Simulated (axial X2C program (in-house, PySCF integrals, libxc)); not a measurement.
# HSiH⁺: bond lengths and stretches, held linear

An exercise on one series of results from a longer session: the logs are not shown, and one member is left open.

Program: an in-house X2C program for linear molecules on PySCF integrals. Level of theory: all-electron X2C, two-component (2c) or spin-free, H dyall-v3z, Si dyall-v3z. These are calculated values, not measurements.

All values are calculated.

2 further runs of the same task are left out: 2 set aside as unsound or not needed.

Set-up of the first run:

File task.json:

```json
{"zs": [1, 14, 1], "q": 1, "bas": ["dyall-v3z", "dyall-v3z", "dyall-v3z"], "r0": [1.48, 1.48], "symm": 1, "scan": ["PBE0", "HF", "LDA"], "levels": ["PBE0", "HF", "r2SCAN"], "nst": 2}
```

Keys: zs atomic numbers; q charge; bas basis sets; r0 starting distance in Å; symm equal bonds; scan levels of the two-bond scan (MP2 follows by itself at each HF point); levels methods; nst determinants followed.

The run is started by

```bash
$ python solin.py task.json out
```

Masses H 1.008, Si 27.977, H 1.008 u.

Steps of the session up to this table: Scan at PBE0, 2c; Scan at HF, 2c; Scan at LDA, 2c.

One of the session's tables, all rows but one given; the rest of the session is left out.

```
          level  r(H–Si) (Å)  r(Si–H) (Å)  lower stretch (cm⁻¹)  upper stretch (cm⁻¹)
       PBE0, 2c        1.475        1.475                2214.7                2344.1
         HF, 2c        1.457        1.457                2337.4                2443.4
        LDA, 2c        1.491        1.491                2117.7                2251.8
        MP2, 2c        1.461        1.461                2285.6                2430.5
PBE0, spin-free        1.475        1.475                2215.0                2344.3
  HF, spin-free        1.457        1.457                2337.7                2443.6
 LDA, spin-free        1.491        1.491                2118.0                2252.0
 MP2, spin-free            ?            ?                     ?                     ?
```

Estimate the missing values for MP2, spin-free.

**Answer.** r(H–Si) (Å): 1.461; r(Si–H) (Å): 1.461; lower stretch (cm⁻¹): 2285.6; upper stretch (cm⁻¹): 2430.6.

Scans not shown above were run alike.

To keep in mind: The molecule was held linear; bending was not examined, so a bent shape may lie lower. Note: functional without a current term on a determinant with orbital currents, of the molecule or an atom.
